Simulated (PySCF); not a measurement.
C4H12N2.
InChI=1S/C4H12N2/c1-4(3-5)6-2/h4,6H,3,5H2,1-2H3/t4-/m0/s1

Torsions of this conformer, `[CH3:1][NH:2][C@@H:3]([CH3:4])[CH2:5][NH2:6]`: C1–N2–C3–C4 73°, N2–C3–C5–N6 60°, H–N6–C5–C3 -50°, H–N6–C5–C3 -167°.

The closed-shell ground state was solved at several levels (PySCF, density fitting, gas phase, non-relativistic). The structure is a single PBE0-D3(BJ)/def2-SVP conformer in the gas phase; no vibrational or solvent corrections.

```csv
level,basis functions,HOMO (eV),LUMO (eV),gap (eV),dipole (D)
PBE0/pcSseg-1,162,-6.24,1.43,7.67,1.82
B3LYP/def2-SVPD,216,-6.14,0.42,6.56,1.76
CAM-B3LYP/pcSseg-1,162,-7.66,2.28,9.94,1.84
```

(1) Estimate the row for B3LYP/pcJ-1, a basis of 282 functions; the other rows only guide the guess.

(2) Over all these levels, which gives the widest orbital gap and which the narrowest?

(3) How far do the dipole and the HOMO energy spread over the levels?

Results:

(1) HOMO -5.99 eV, LUMO 1.15 eV, gap 7.14 eV, dipole 1.79 D.

(2) CAM-B3LYP/pcSseg-1 (range-separated hybrid) has the widest, 9.94 eV, and B3LYP/def2-SVPD (global hybrid, 20 % exact exchange) the narrowest, 6.56 eV. Functional and basis both differ between the two, so the spread mixes both effects.

(3) The dipole runs from 1.76 to 1.84 D (mean 1.80 D) and the HOMO from -7.66 to -5.99 eV.
